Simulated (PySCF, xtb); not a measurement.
chloromethane cation (CH₃Cl), SMILES CCl (connectivity only; charge and spin as stated), charge +1, multiplicity 2.

Harmonic wavenumbers (cm⁻¹) from xtb 6.7.1 with GFN2-xTB at its own minimum, in rising order: 709, 710, 772, 1024, 1024, 1266, 2832, 2834, 2863.

Q: What does PySCF with PBE0-D3(BJ)/def2-TZVP give at its own minimum? (Estimate from the structure and the level; the computed values follow.)

A: 289, 700, 814, 1154, 1210, 1411, 2780, 3064, 3096. Paired by order, the mean absolute difference is 161 cm⁻¹ and the zero-point energies are 20.1 and 20.8 kcal/mol.
